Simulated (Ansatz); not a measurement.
# BHF₂: basis-set convergence

An exercise on one series of results from a longer session: the logs are not shown, and one member is left open.

Program: Ansatz 0.2.0, Gaussian basis. Level of theory: one geometry, several basis sets. These are calculated values, not measurements.

Levels to be run: PBE0-D4/def2-SVP; ωB97M-V/def2-SVP; PBE0-D4/def2-QZVPP; ωB97M-V/def2-QZVPP; CCSD(T)/cc-pV(D+d)Z; CCSD(T)/cc-pV(T+d)Z; CCSD(T)/cc-pV(Q+d)Z; the functionals' def2-TZVPP values are taken from earlier runs.

**The geometry**

All runs share one geometry, relaxed beforehand with PBE0-D4 in a triple-zeta def2 set.

SMILES `FBF`, 4 atoms, charge 0, spin multiplicity 1.

Atoms are counted from 1 here; the program's logs count them from 0.

Bond lengths: F1–B2 1.313 Å, B2–F3 1.313 Å, B2–H4 1.191 Å. Angles: F1–B2–F3 118.1°, F1–B2–H4 121.0°, F3–B2–H4 121.0°.

Set-up of the first run:

File in.yaml:

```yaml
crystal:
  periodic: [false, false, false]
  atoms:
    - {symbol: F, position_ang: [1.154269, 0.456937, -0.361900]}
    - {symbol: B, position_ang: [-0.001854, -0.031047, 0.025217]}
    - {symbol: F, position_ang: [-1.095412, 0.528685, -0.438931]}
    - {symbol: H, position_ang: [-0.056993, -0.954565, 0.775613]}
basis:
  gaussian: {orbitals: def2-SVP}
hamiltonian: {xc: pbe0, dispersion: d4}
output: {orbitals: {seedname: orbitals}}
```

Among the steps run: PBE0-D4 in def2-SVP; ωB97M-V in def2-SVP; PBE0-D4 in def2-QZVPP; ωB97M-V in def2-QZVPP.

One table of the session follows, with a row left open; its other results are not shown here.

It belongs to the step «Density functionals: the series». 

```
functional       basis  HOMO (eV)  LUMO (eV)
   PBE0-D4    def2-SVP     -10.72      -0.06
   PBE0-D4  def2-TZVPP     -10.86      -0.32
   PBE0-D4  def2-QZVPP     -10.88      -0.40
   ωB97M-V    def2-SVP     -13.09       2.11
   ωB97M-V  def2-TZVPP          ?          ?
   ωB97M-V  def2-QZVPP     -13.30       1.33
```

Estimate the missing values for ωB97M-V, def2-TZVPP.

As computed: HOMO (eV): -13.27; LUMO (eV): 1.61. In the column «HOMO (eV)» it lies between ωB97M-V, def2-QZVPP (-13.30) and ωB97M-V, def2-SVP (-13.09).
